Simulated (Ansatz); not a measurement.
Input file:

```yaml
crystal:
  periodic: [false, false, false]
  atoms:
    - {symbol: Si, position_ang: [0.000000, 0.000000, 0.153800]}
    - {symbol: P, position_ang: [0.000000, 0.000000, -1.790600]}
    - {symbol: H, position_ang: [0.000000, 0.000000, 1.636800]}
basis:
  gaussian: {orbitals: STO-3G}
magnetization: {spin_polarized: true, initial_magnetization: 0}
correlation: {method: ccsdt, electrons: outside_noble_gas}
```

```sh
$ ansatz run in.yaml --threads 1 --pin off --events-out ev --progress --plain --max-ram 2393MiB
```

The program prints:

```
314 factors; integrals over basis functions are off by at most 2.3e-8 eV
mean field evaluation 1: about -16948.1360 eV, gradient 1.8e1 eV
mean field evaluation 2: about -16948.1333 eV, gradient 1.8e1 eV
mean field evaluation 4: about -16950.9947 eV, gradient 8.1e-1 eV
mean field evaluation 8: about -16951.0059 eV, gradient 5.1e-7 eV
mean field evaluation 16: about -16952.0045 eV, gradient 3.6e-4 eV
mean field evaluation 32: about -16951.7298 eV, gradient 2.9e0 eV
mean field evaluation 64: about -16952.0000 eV, gradient 1.3e-6 eV
mean field evaluation 96: about -16948.2976 eV, gradient 1.2e-2 eV
mean field evaluation 128: about -16942.8201 eV, gradient 1.2e1 eV
mean field evaluation 160: about -16951.1282 eV, gradient 6.6e-1 eV
mean field evaluation 192: about -16948.2976 eV, gradient 1.2e-2 eV
mean field evaluation 224: about -16948.2987 eV, gradient 2.2e-2 eV
mean field evaluation 256: about -16946.3332 eV, gradient 6.6e-2 eV
mean field evaluation 288: about -16948.2988 eV, gradient 6.3e-2 eV
mean field -16951.99996079 eV, -622.9745080807 hartree, gradient 1.3e-6 eV, S^2 1.195583; 9 other end points of the search recorded, 0 dependent functions left out
determinant -16951.99996079 eV, -622.9745080807 hartree, with singles and doubles -16955.16114037 eV, -623.0906792876 hartree
determinant -16951.11249409 eV, -622.9418942813 hartree, with singles and doubles -16955.25340905 eV, -623.0940700989 hartree
determinant -16951.00593909 eV, -622.9379784570 hartree, with singles and doubles -16955.20035992 eV, -623.0921205795 hartree
determinant -16951.99996079 eV, -622.9745080807 hartree, with singles and doubles -16955.19779294 eV, -623.0920262445 hartree
determinant -16951.00593909 eV, -622.9379784570 hartree, with singles and doubles -16955.19973561 eV, -623.0920976365 hartree
10 core orbitals not correlated: weight in the atoms' cores, before any rotation towards them, 0.999 or more for the frozen orbitals, at most 0.000 for the correlated occupied ones
reference -16951.00593909 eV, -622.9379784570 hartree; 5, 5 occupied and 4, 4 virtual orbitals, 314 factors
second order -4.07049628 eV of doubles, -0.00000000 eV of singles
cycle   1  -3.67353671 eV  change    4.0e-1 eV  update   1.4e-1
cycle   2  -3.99807945 eV  change   -3.2e-1 eV  update   9.1e-2
cycle   3  -4.21683033 eV  change   -2.2e-1 eV  update   3.2e-2
cycle   4  -4.27800535 eV  change   -6.1e-2 eV  update   1.6e-2
cycle   5  -4.29019122 eV  change   -1.2e-2 eV  update   6.9e-3
cycle   6  -4.29429002 eV  change   -4.1e-3 eV  update   3.0e-3
cycle   7  -4.29285272 eV  change    1.4e-3 eV  update   7.1e-4
cycle   8  -4.29282741 eV  change    2.5e-5 eV  update   2.5e-4
cycle   9  -4.29289784 eV  change   -7.0e-5 eV  update   9.0e-5
cycle  10  -4.29288611 eV  change    1.2e-5 eV  update   3.1e-5
cycle  11  -4.29288862 eV  change   -2.5e-6 eV  update   1.2e-5
cycle  12  -4.29288726 eV  change    1.4e-6 eV  update   4.9e-6
cycle  13  -4.29288673 eV  change    5.2e-7 eV  update   1.5e-6
cycle  14  -4.29288672 eV  change    1.3e-8 eV  update   5.0e-7
Total energy: -16955.29882581 eV, -623.0957391341 hartree
```

Ran on 1 thread of Arm Neoverse V1, shared host: 1.5 s wall, 0.08 GiB peak host memory.
